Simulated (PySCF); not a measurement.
# 1,2-dimethoxyethane: calculation and literature

Mapped SMILES: `[CH3:1][O:2][CH2:3][CH2:4][O:5][CH3:6]`; H(Xn) means a hydrogen on atom n.

The experiment to reproduce: δ ¹⁷O O2/O5 -21.2 ppm (measured; liquid, neat, 295 K; 17O NMR survey of organic solvents and oxofluorinated compounds, PMC5915748).
δ ¹³C C3/C4 72.2; C1/C6 58.6 ppm (measured; solution, toluene-d8, 298 K; Fulmer et al., Organometallics 2010, 29, 2176).

- PBE0-D3(BJ)/def2-SVP geometry
- shieldings: GIAO PBE0/pcSseg-1
- run in PySCF 2.14.0 with density-fitted response routines
- no relativistic terms, equivalent nuclei averaged, one conformer, in vacuum

Q: What does the calculation give, and how does it compare?

A: 
Reference values: measured (liquid, neat, 295 K; 17O NMR survey of organic solvents and oxofluorinated compounds, PMC5915748).
```csv
atoms,quantity,reference,computed,"computed, scaled"
O2/O5,δ ¹⁷O vs D2O (external),-21.2,–,-23.0
```

Reference values: measured (solution, toluene-d8, 298 K; Fulmer et al., Organometallics 2010, 29, 2176).
```json
{"atoms": "C3/C4", "quantity": "δ ¹³C", "reference": "72.2", "computed": "73.2", "computed, scaled": "70.1"}
{"atoms": "C1/C6", "quantity": "δ ¹³C", "reference": "58.6", "computed": "59.6", "computed, scaled": "57.0"}
```

Computed shifts are σ(ref) − σ with the named reference compound (TMS for H and C) calculated as an isolated molecule at the same level. The measured values may be among those fitted. Scaled to experiment by linear calibration (H and C: mostly CDCl3 data, vs TMS): ¹³C: δ = 177.62 − 0.967σ (rms 1.9 ppm, 903 shifts, 2.3 ppm with the 23 outliers that the fit left out); ¹⁷O: δ = 263.91 − 0.892σ (rms 13.5 ppm, 141 shifts, 14.3 ppm with the 1 outlier that the fit left out vs liquid water, solution or neat liquid). Occasional misses reach two or three times the rms, and more in compound classes unlike the fitted ones.

Q: How far are the unscaled ¹³C shifts from the references?

A: Mean signed difference +1.00 ppm, mean absolute 1.00 ppm over 2 comparisons; the largest is +1.0 ppm at C3/C4 (sp3 CH2 bonded to O).

3 of the 49 published NMR values on file for this molecule are compared. The rest: values from further sources, protons in aromatic solvents.
